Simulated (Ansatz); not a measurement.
The first iterations of a band of B2H5N (8 atoms, charge 0, multiplicity 1).

Theory: Ansatz 0.2.0, RKS PBE-D4/def2-SVP.

| Property | Result |
| --- | --- |
| movable images | 4 |
| climbing image | no |
| spring | 5.0 eV/Å² |
| optimiser | quadratic models (default) |
| start path | IDPP |
| force threshold | 0.03 eV/Å |
| iteration limit | 60 |
| end points | relaxed |

Initial state:

```xyz
8
Properties=species:S:1:pos:R:3
B -0.987 0.629 -0.796
B 0.350 0.241 0.125
N 0.758 -0.958 0.722
H -0.969 0.600 -2.018
H -2.004 1.098 -0.306
H 1.094 1.212 0.291
H 1.617 -1.047 1.266
H 0.234 -1.831 0.661
```

Final state:

```xyz
8
Properties=species:S:1:pos:R:3
B -0.989 0.630 -0.793
B 0.355 0.241 0.120
N 0.756 -0.956 0.723
H -1.998 1.111 -0.297
H -0.984 0.585 -2.014
H 1.110 1.205 0.271
H 0.224 -1.825 0.675
H 1.619 -1.048 1.260
```

| iteration | highest image above the first end (eV) | largest band force component (eV/Å) |
| --- | --- | --- |
| 1 | 2.110 | 1.880 |
| 2 | 1.485 | 0.612 |
| 3 | 1.429 | 0.727 |
| 4 | 1.390 | 0.590 |

Problem. Does the band converge within its limit, and where does its top end?

Solution. The forces met the threshold. It ended after 12 iterations with the highest image 1.243 eV above the first end. No image climbed, so the highest image needn't sit at the top of the path.

Time of the run: 78 s on 1 thread of Intel(R) Xeon(R) Platinum 8375C CPU @ 2.90GHz (Ice Lake), with other jobs on the host, peak memory 0.14 GiB.
